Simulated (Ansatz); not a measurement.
The cluster MgS2⁻, relaxed as a doublet with UKS PBE0-D4/def2-TZVPD in Ansatz, starting from the GFN1-xTB geometry. Force threshold 0.02 eV/Å.

The relaxation made no stability test and no search for a lower SCF solution. The structure comes from a short search, and lower isomers may exist.

Start:

```xyz
3

Mg   -1.7088   -0.7659    1.4648
S     1.5823    0.7095   -1.3560
S     0.1265    0.0564   -0.1088
```

Estimate the energy that the relaxation releases and the steps that it takes.

1.07 eV, in 20 steps; 32 s on 4 threads of Arm Neoverse V1 on a shared host. The force fell under the threshold at step 3, but the optimiser went on and released 1.060 eV more. No frequencies were taken in this run, so the end may be a saddle point.

Does the start keep its bonding and symmetry?

Bonds formed: Mg1–S2 (atoms count from 1). Point group C∞v at the start, C2v at the end, both within 0.05 Å.

Predict the relaxed structure.


```tsv
atom	x (Å)	y (Å)	z (Å)
Mg1	-0.7685	0.0719	1.1548
S2	0.9257	0.8523	-0.2723
S3	-0.1573	-0.9243	-0.8825
```
Bond lengths: 2 × Mg–S 2.35 Å; 1 × S–S 2.17 Å.
